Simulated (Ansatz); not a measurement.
Reaction: C3H7Br (SMILES CC(C)Br) → C3H7 (SMILES C[CH]C, doublet) + Br (doublet) (the Br-C bond breaks)
Each species at its own B3LYP-D3(BJ)/def2-TZVP minimum (Ansatz, a program for electronic structure).

Quantity: bond dissociation energy (electronic), in kJ/mol. UHF or UKS for unpaired electrons; spin-orbit terms are left out. Correlated methods leave the cores frozen (noble-gas shells, and filled d and f shells in the p block). No relativity. CBS(X,Y): correlation extrapolated as X^-3, Hartree-Fock from the larger set. A bracket is a step between two methods taken in the basis named. Double hybrids freeze cores in their MP2 part. Spin-orbit terms, left out, reach several kcal/mol for Br and I, and more for heavier atoms.

CCSD(T)/CBS(cc-pVTZ,cc-pVQZ) + [CCSDT(Q) - CCSD(T)]/cc-pVDZ (Ansatz) gives 322.2 kJ/mol.

Task: What does PBE/def2-TZVPD (Ansatz) give here, and how do the other levels compare?

Result: PBE gives 313.5 kJ/mol, 8.7 kJ/mol below it. Differences of the others: B3LYP/def2-TZVPD (Ansatz) -36.0; PBE0/def2-TZVPD (Ansatz) -17.8; B2PLYP/def2-TZVPD (Ansatz) -20.4; CCSD(T)/CBS(cc-pVTZ,cc-pVQZ) (Ansatz) -0.2 kJ/mol.
